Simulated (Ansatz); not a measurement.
```yaml
crystal:
  periodic: [false, false, false]
  atoms:
    - {symbol: Al, position_ang: [0.000000, 0.000000, -1.725623]}
    - {symbol: N, position_ang: [0.000000, 0.000000, 0.001696]}
    - {symbol: Ge, position_ang: [0.000000, 0.000000, 1.723927]}
basis:
  gaussian: {orbitals: def2-TZVP}
magnetization: {spin_polarized: true, initial_magnetization: 2}
hamiltonian: {xc: pbe0}
relax: {f_tol: 0.004, max_steps: 80}
```

```sh
$ ansatz run in.yaml --threads 1 --pin off --events-out ev --progress --plain --max-ram 2176MiB
```

Steps of the relaxation (energy above the last step; positions in Å, forces in eV/Å):

```
3
step 1, 3.0 meV
Al    0.000    0.000   -1.726    0.000    0.000    0.337
N     0.000    0.000    0.002    0.000    0.000   -0.073
Ge    0.000    0.000    1.724    0.000    0.000   -0.264
```

```
3
step 2, 0.6 meV
Al    0.000    0.000   -1.720    0.000    0.000    0.165
N     0.000    0.000    0.001    0.000    0.000   -0.063
Ge    0.000    0.000    1.719    0.000    0.000   -0.102
```

```
3
step 3, 0.0 meV
Al    0.000    0.000   -1.715    0.000    0.000    0.005
N     0.000    0.000    0.000    0.000    0.000   -0.018
Ge    0.000    0.000    1.715    0.000    0.000    0.013
```

```
3
step 4, 0.0 meV
Al    0.000    0.000   -1.715    0.000    0.000    0.000
N     0.000    0.000    0.000    0.000    0.000   -0.001
Ge    0.000    0.000    1.715    0.000    0.000    0.001
```

Close pairs at the end: N2–Ge3 1.715 Å, Al1–N2 1.715 Å.

A stationary point of unrestricted PBE0 after 4 steps, with ⟨S²⟩ = 2.026 against 2.00 for a pure state; no frequencies were run, so it isn't proven a minimum. 36 s on 1 thread of Arm Neoverse V1, shared host.
